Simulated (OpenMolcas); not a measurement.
# A ladder of methods for BOF (SMILES O=BF)

BOF: 3 atoms, total charge 0, spin state singlet. SMILES: `O=BF`. Geometry: relaxed at PBE0-D4/def2-TZVP.

```tsv
atom	x (Å)	y (Å)	z (Å)
O	0.9831	-0.5651	0.4799
B	0.0203	-0.0116	0.0099
F	-1.0034	0.5768	-0.4898
```

Quantity: the energy change with the B2–F3 bond stretched from 1.282 to 1.923 Å, in eV. The values are calculated.

```tsv
level	kind	program	value (eV)	less FCI/STO-3G	CPU time (all runs)
HF/STO-3G (restricted)	Hartree–Fock	OpenMolcas	4.67	+1.50	2.8 s
PBE/STO-3G (restricted)	GGA	OpenMolcas	3.74	+0.57	6.6 s
r2SCAN/STO-3G (restricted)	meta-GGA	OpenMolcas	3.98	+0.81	7.7 s
M06-2X/STO-3G (restricted)	hybrid meta-GGA	OpenMolcas	4.19	+1.02	7.3 s
B2PLYP/STO-3G (restricted)	double hybrid	OpenMolcas	3.93	+0.76	6 s
MP2/STO-3G (restricted)	perturbation theory	OpenMolcas	3.91	+0.74	3.1 s
CISD/STO-3G (restricted)	coupled cluster or CI	OpenMolcas	3.43	+0.26	3.3 s
FCI/STO-3G	exact in the basis	OpenMolcas	3.17	0.00	60 s
```

FCI/STO-3G is exact within its basis and frozen core, so for wave-function methods in that basis the difference is their error; functionals converge differently with the basis, so for them it is only a difference. A spin-restricted reference rises too steeply as a bond breaks; here HF/STO-3G, PBE/STO-3G, r2SCAN/STO-3G, M06-2X/STO-3G, B2PLYP/STO-3G, MP2/STO-3G lie well above the multireference or unrestricted value. The first shape isn't each level's own minimum. The values span 3.17 to 4.67 eV. All rows use very small basis sets, so none should be taken for the real molecule's value. CPU times are rough (shared hosts, several kinds of processor and program).
